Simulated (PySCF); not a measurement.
B3LYP has the VWN-RPA correlation part, as in Gaussian. 

Cartesian coordinates (Å):
```xyz
1

Cl     0.0000     0.0000     0.0000
```
Charge 0, spin multiplicity 2.

Task: Give the highest occupied spin orbital, dipole moment and total energy at the level B3LYP-D3(BJ)/def2-TZVP (PySCF 2.14.0).

Result: 
```json
{
  "highest_occupied_spin_orbital": "-9.27 eV",
  "dipole_moment": "0.000 e·Å",
  "total_energy": "-12521.78 eV"
}
```
